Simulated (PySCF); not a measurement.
**Bond length, frequency and bond energy of NO⁺ by level of theory**

State: ¹Σ⁺ (singlet), closed shell. Set-up: basis N aug-cc-pVDZ, O aug-cc-pVDZ; no relativity; PySCF 2.14. De refers to N + O⁺ in their high-spin ground configurations, without counterpoise correction. A positive dipole points towards O; it is taken about the centre of mass and depends on that origin.

```tsv
Level	Re (Å)	ωe (cm⁻¹)	De (eV)	μ (D)	CPU s a point (SCF and correlation, without the integrals)
RHF	1.035	2846	5.17	-0.55	0.038
RHF-MP2	1.096	2125	10.53	n/a	0.058
RHF-SCS-MP2	1.090	2199	10.42	n/a	n/a
RHF-CCSD	1.074	2438	9.50	n/a	n/a
RHF-CCSD(T)	1.082	2337	9.84	n/a	0.63
LDA	1.074	2405	12.85	-0.33	0.26
PBE	1.080	2356	11.82	-0.34	0.36
BP86	1.081	2345	11.86	-0.35	0.26
r²SCAN	1.070	2448	10.52	-0.37	0.58
r²SCANh	1.065	2502	10.19	-0.38	0.77
PBE0	1.064	2526	10.72	-0.39	0.66
HSE06	1.063	2526	10.70	-0.38	0.49
```

Question: What are the measured Re and ωe, and which levels come closest?

Answer: Re = 1.06322 Å and ωe = 2376.42 cm⁻¹ (Huber and Herzberg, Constants of Diatomic Molecules (1979)). Closest are HSE06 for the length (off by 0.000 Å) and PBE for the frequency (off by -0.8 %).

```csv
Level,error in Re (pm),error in ωe (%)
RHF,-2.8,19.8
RHF-MP2,3.3,-10.6
RHF-SCS-MP2,2.7,-7.5
RHF-CCSD,1.1,2.6
RHF-CCSD(T),1.9,-1.7
LDA,1.1,1.2
PBE,1.7,-0.8
BP86,1.8,-1.3
r²SCAN,0.7,3.0
r²SCANh,0.2,5.3
PBE0,0.0,6.3
HSE06,0.0,6.3
```

Correlated steps freeze 2 core orbitals. Correlated levels converge slowly with the basis: in double zeta they bind strong bonds too weakly, by up to about 1 eV, and carry superposition errors of some tenths. For an ion De counts to the pair picked by the measured ionisation energies or electron affinities, which need not be the lowest pair at this level. Where the molecule has an RHF reference, its open-shell atoms are computed with UHF.

The whole job (state search and all levels along the bond) took about 1 min on 1 thread of Arm Neoverse V2 (shared host), peak memory 0.55 GiB.
